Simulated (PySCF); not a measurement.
Compound: C4H6S.
InChI=1S/C4H6S/c1-3-5-4-2/h1H,4H2,2H3

Level of theory: EOM-IP-CCSD/aug-cc-pVDZ in PySCF, restricted Hartree–Fock reference, 9 core orbitals frozen, non-relativistic, gas phase, PBE0-D3(BJ)/def2-SVP geometry.

Hartree–Fock orbital energies give these Koopmans values (eV): HOMO 9.03, HOMO-1 10.53, HOMO-2 12.44, HOMO-3 13.15, HOMO-4 13.88, HOMO-5 14.63, HOMO-6 15.82, HOMO-7 16.58.

Task: What vertical ionisation energies does EOM-IP-CCSD give?

Result: 
```
leading hole (HF orbital)  Koopmans (eV)  EOM-IP-CCSD (eV)  change (eV)  one-hole share
                     HOMO           9.03              8.63        -0.40            0.96
                   HOMO-1          10.53             10.30        -0.23            0.96
                   HOMO-2          12.44             11.65        -0.79            0.93
                   HOMO-3          13.15             12.28        -0.87            0.95
                   HOMO-4          13.88             12.92        -0.96            0.95
                   HOMO-5          14.63             13.47        -1.16            0.95
                   HOMO-6          15.82             14.42        -1.40            0.94
                   HOMO-7          16.58             15.33        -1.25            0.94
```

Task: Does the order of the lines follow the orbital energies?

Result: Yes, no two lines change places. The corrections run from -1.40 to -0.23 eV, with a mean of -0.88 eV over the 8 lines; no line lies above its Koopmans value.

Task: At what kinetic energies would He II light (40.81 eV) eject these electrons?

Result: 32.18 eV (HOMO), 30.51 eV (HOMO-1), 29.16 eV (HOMO-2), 28.53 eV (HOMO-3), 27.89 eV (HOMO-4), 27.34 eV (HOMO-5), 26.39 eV (HOMO-6), 25.48 eV (HOMO-7).

One root was sought for each valence orbital with −ε under 21 eV, eight at most, so deeper holes and satellites are missing; no vibrational structure.

Hardware: one thread, x86-64 server, no GPU, on a shared host. Cost: 3.1 min.

Shape of the structure used: `[CH:1]#[C:2][S:3][CH2:4][CH3:5]`: C2–S3–C4–C5 64°.

One conformer stands for the species.
